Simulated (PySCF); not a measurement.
All values below come from PBE-D3(BJ)/def2-TZVP // r2SCAN-D4/def2-TZVP (PySCF). All species are isolated molecules in the gas phase. Excitations are Tamm–Dancoff values on a coarser integration grid. The basis has no diffuse functions, so Rydberg states are missing or too high.

Reference species (SMILES): `C=O` (neutral, multiplicity 1).

The S1 oscillator strength is 0.000 and the S1 excitation (TDA) is 3.93 eV. The dipole moment is 2.14 D.

After one change: the S1 oscillator strength is nearly the same; the S1 excitation (TDA) drops by 1.27 eV; the dipole moment increases by 1.74 D.

**Question.** Which change was made? The new species is one of these.
A. `[O]=[GeH2]`
B. `[O]=[SnH2]`
C. `[SiH2]=S`
D. `N=[SiH2]`

**Answer.** B, `[O]=[SnH2]`
